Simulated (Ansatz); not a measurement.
**Structure relaxation of Zn₃Cl₂**

Computed with DFT PBE, scalar-relativistic, plane waves, PAW in Ansatz 0.2.0. Cutoff 420 eV, Γ-centred k mesh, Gaussian smearing, no spin polarisation in the final step.

The start puts Zn₃Cl₂ on the anti-tetradymite structure type (R-3m, No. 166), with Cl in place of Bi, Zn in place of Te, at a guessed volume.

```
Zn Cl
1.0
     1.81085    1.04550    8.39422
    -1.81085    1.04550    8.39422
     0.00000   -2.09099    8.39422
Zn Cl
3 2
Direct
  0.00000 0.00000 0.00000
  0.20950 0.20950 0.20950
  0.79050 0.79050 0.79050
  0.40000 0.40000 0.40000
  0.60000 0.60000 0.60000
```

Cell and atoms relax at zero pressure; the relaxation can't lower the symmetry of the start. After a coarse first stage the cell is made exact in the group found at 0.06 Å.

The zero of energy is the elements' standard structures at the same level (Cl₂ as a molecule); no fitted shifts are applied.

Problem. Which crystal results?

Solution. It keeps R-3m (No. 166), but not the shape of the type it started on. Conventional cell: a = 3.432 Å, c = 35.107 Å. Zn on Wyckoff site a (1 atom of the primitive cell) is coordinated by 6 Zn at 3.43 Å and 6 Cl at 3.95 Å; Zn on Wyckoff site c (2 atoms of the primitive cell) has 3 Cl at 2.47 Å and 3 Zn at 2.75 Å; Cl has 3 Zn at 2.47 Å.

Space group R-3m:H (No. 166). a = 3.432 Å, b = 3.432 Å, c = 35.107 Å, α = 90.00°, β = 90.00°, γ = 120.00°
```
atom site symmetry x y z
  Zn    3a       -3m  0.0000  0.0000  0.0000
  Zn    6c        3m  0.3333  0.6667  0.8605
  Cl    6c        3m  0.6667  0.3333  0.7641
```

Problem. What are its volume, energy, density and gap?

Solution. The volume per atom is 23.9 Å³ and the density is 3.7 g/cm³. The energy over the elements is -0.400 eV/atom and the gap on the 12×12×12 mesh is 0.07 eV.

The final run used a 12×12×12 mesh on its 5-atom cell and 0.02 eV smearing. Weakly bound directions are ill-defined at this level, which has no dispersion term. A structure relaxed within its symmetry needn't be a true minimum.

Cost: 3 runs of about 8.2 core-minutes in all, on Intel Xeon Platinum 8259CL (Skylake/Cascade Lake) (shared hosts).